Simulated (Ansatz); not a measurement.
Results of rVV10 (PAW; Ansatz, a first-principles code) for 2H WS2.

Rigid layers of the crystal as relaxed at this level are moved apart or together:

| run | k mesh | layer repeat (Å) | energy against free layers (meV/Å²) | gap on the mesh (eV) |
|---|---|---|---|---|
| 1 | 12×12×4 | 5.86 | -21.95 | 0.668 |
| 2 | 12×12×4 | 6.01 | -26.48 | 0.780 |
| 3 | 12×12×4 | 6.16 | -28.30 | 0.889 |
| 4 | 12×12×4 | 6.36 | -28.14 | 1.027 |
| 5 | 12×12×4 | 6.66 | -25.14 | 1.213 |
| 6 | 12×12×4 | 7.16 | -18.49 | 1.464 |
| 7 | 12×12×2 | 8.16 | -9.12 | 1.689 |
| 8 | 12×12×2 | 10.16 | -2.72 | 1.777 |

The lowest energy of these points lies at a layer repeat of 6.16 Å.

Spin–orbit coupling is not included.
